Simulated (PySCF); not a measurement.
Core-level binding energies of `C=[N][AlH3-]`

Compound: CH5AlN (charge -1).
Cartesian coordinates in Å at the PBE0-D3(BJ)/def2-SVP level; atoms count from 1:
```xyz
8
CH5AlN angstrom
C      1.631   -0.139    0.211
N      0.741    0.285   -0.562
Al    -1.128    0.233   -0.188
H      1.448   -0.604    1.218
H      2.726   -0.091   -0.043
H     -1.687    1.776   -0.206
H     -1.851   -0.652   -1.368
H     -1.369   -0.460    1.295
```

Computed with delta-SCF UKS SCAN, pcX-2 on the ionised atom, pcseg-1 elsewhere, spin-free X2C in PySCF 2.14.0. Vertical ΔSCF values, vacuum level as zero.

What binding energy does each computed site have?

| atom(s) | bonded to | level | binding energy (eV) | count |
| --- | --- | --- | --- | --- |
| C1 | N (double bond) and 2 H | C 1s | 286.80 | 1 |
| N2 | C (double bond) and Al | N 1s | 398.75 | 1 |
| Al3 | N and 3 H | Al 1s | 1560.09 | 1 |

Which photon wavelength matches the N 1s of N2 (atom 2) threshold?

λ = hc/E = 12398.42 eV Å / 398.75 eV = 31.093 Å.

The species carries charge -1, so core ionisation leaves a neutral species. The basis sets have no added diffuse functions. Isolated species at its PBE0-D3(BJ)/def2-SVP geometry, gas phase. The geometry's basis has no diffuse functions, a weakness for an anion.
